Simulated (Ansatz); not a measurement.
```yaml
crystal:
  periodic: [false, false, false]
  atoms:
    - {symbol: N, position_ang: [0.000000, 0.000000, -1.599664]}
    - {symbol: Si, position_ang: [0.000000, 0.000000, 0.000000]}
    - {symbol: N, position_ang: [0.000000, 0.000000, 1.599664]}
basis:
  gaussian: {orbitals: def2-TZVP}
magnetization: {spin_polarized: true, initial_magnetization: 2}
hamiltonian: {xc: pbe0}
relax: {f_tol: 0.004, max_steps: 80}
```

```sh
$ ansatz run in.yaml --threads 1 --pin off --events-out ev --progress --plain --max-ram 2176MiB
```

Steps of the relaxation (energy above the last step; positions in Å, forces in eV/Å):

```
3
step 1, 63.8 meV
N     0.000    0.000   -1.600    0.000    0.000   -1.656
Si    0.000    0.000    0.000    0.000    0.000    0.000
N     0.000    0.000    1.600    0.000    0.000    1.656
```

```
3
step 2, 16.7 meV
N     0.000    0.000   -1.619    0.000    0.000   -0.816
Si    0.000    0.000    0.000    0.000    0.000    0.000
N     0.000    0.000    1.619    0.000    0.000    0.816
```

```
3
step 3, 0.1 meV
N     0.000    0.000   -1.638    0.000    0.000   -0.059
Si    0.000    0.000    0.000    0.000    0.000    0.000
N     0.000    0.000    1.638    0.000    0.000    0.059
```

```
3
step 4, 0.0 meV
N     0.000    0.000   -1.640    0.000    0.000    0.000
Si    0.000    0.000    0.000    0.000    0.000    0.000
N     0.000    0.000    1.640    0.000    0.000    0.000
```

Close pairs at the end: Si2–N3 1.640 Å, N1–Si2 1.640 Å.

A stationary point of unrestricted PBE0 after 4 steps, with ⟨S²⟩ = 2.209 against 2.00 for a pure state; no frequencies were run, so it isn't proven a minimum. 51 s on 1 thread of Arm Neoverse N1, shared host.
